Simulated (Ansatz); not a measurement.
The input, for Ansatz 0.2.0:

```yaml
crystal:
  periodic: [false, false, false]
  atoms:
    - {symbol: Al, position_ang: [0.000000, 0.000000, 0.050833]}
    - {symbol: N, position_ang: [0.000000, 0.000000, -1.681761]}
    - {symbol: H, position_ang: [0.000000, 0.000000, 1.630928]}
basis:
  gaussian: {orbitals: 6-31G}
magnetization: {spin_polarized: false, initial_magnetization: 3}
correlation: {method: ccsd_t, electrons: outside_noble_gas}
```

```sh
$ ansatz run in.yaml --threads 1 --pin off --events-out ev --progress --plain --max-ram 2393MiB
```

Log:

```
302 factors; integrals over basis functions are off by at most 1.2e-4 eV
mean field evaluation 1: about -8073.4710 eV, gradient 7.5e0 eV
mean field evaluation 2: about -8073.4997 eV, gradient 7.6e0 eV
mean field evaluation 4: about -8073.7967 eV, gradient 5.6e-1 eV
mean field evaluation 8: about -8073.7993 eV, gradient 2.9e-4 eV
mean field evaluation 16: about -8073.8321 eV, gradient 5.0e-1 eV
mean field evaluation 32: about -8073.7991 eV, gradient 1.3e-1 eV
mean field evaluation 64: about -8072.8870 eV, gradient 2.6e-3 eV
mean field evaluation 96: about -8072.6453 eV, gradient 1.6e-5 eV
mean field evaluation 128: about -8072.9721 eV, gradient 1.6e-5 eV
mean field evaluation 160: about -8073.9314 eV, gradient 5.5e-1 eV
...
mean field evaluation 1056: about -8073.8736 eV, gradient 2.9e-3 eV
mean field evaluation 1088: about -8072.9721 eV, gradient 9.4e-2 eV
mean field evaluation 1120: about -8072.8870 eV, gradient 6.7e-4 eV
mean field evaluation 1152: about -8072.8987 eV, gradient 3.4e-1 eV
mean field -8073.97132292 eV, -296.7129733831 hartree, gradient 2.1e-6 eV, S^2 3.750000; 25 other end points of the search recorded, 0 dependent functions left out
mean field evaluation 1184: about -8074.0258 eV, gradient 1.3e0 eV
mean field evaluation 1216: about -8074.0552 eV, gradient 4.3e-1 eV
mean field evaluation 1248: about -8074.0294 eV, gradient 2.2e-3 eV
mean field evaluation 1280: about -8072.9796 eV, gradient 3.0e0 eV
determinant -8073.97132292 eV, -296.7129733831 hartree, with singles and doubles -8076.76607094 eV, -296.8156784783 hartree
determinant -8073.87363328 eV, -296.7093833549 hartree, with singles and doubles -8076.71241613 eV, -296.8137067004 hartree
determinant -8073.79933852 eV, -296.7066530728 hartree, with singles and doubles -8076.80980882 eV, -296.8172858160 hartree
determinant -8073.02914373 eV, -296.6783489364 hartree, with singles and doubles -8075.97536531 eV, -296.7866205824 hartree
determinant -8072.97214592 eV, -296.6762543055 hartree, with singles and doubles -8075.94072007 eV, -296.7853473932 hartree
determinant -8072.88698404 eV, -296.6731246643 hartree, with singles and doubles -8076.03968014 eV, -296.7889841087 hartree
determinant -8072.64527770 eV, -296.6642421199 hartree, with singles and doubles -8075.49795900 eV, -296.7690762243 hartree
determinant -8073.97132292 eV, -296.7129733831 hartree, with singles and doubles -8076.80400217 eV, -296.8170724252 hartree
determinant -8073.87363328 eV, -296.7093833549 hartree, with singles and doubles -8076.71879068 eV, -296.8139409608 hartree
determinant -8073.79933852 eV, -296.7066530728 hartree, with singles and doubles -8076.81152351 eV, -296.8173488297 hartree
mean field evaluation 1312: about -8073.7993 eV, gradient 2.7e-6 eV
6 core orbitals not correlated: weight in the atoms' cores, before any rotation towards them, 1.000 or more for the frozen orbitals, at most 0.000 for the correlated occupied ones
reference -8073.79933852 eV, -296.7066530728 hartree; 6, 3 occupied and 12, 15 virtual orbitals, 302 factors
second order -2.29600322 eV of doubles, -0.08719598 eV of singles
cycle   1  -3.01218479 eV  change    2.1e-7 eV  update   1.3e-6
perturbative correction -0.07158147 eV, -0.0026305706 hartree
Total energy: -8076.88310478 eV, -296.8199793926 hartree
```

For the same geometry and basis full CI lies 26.0 meV lower.

Ran on 1 thread of Intel Xeon Platinum 8175M, shared host: 2.7 s wall, 0.09 GiB peak host memory.
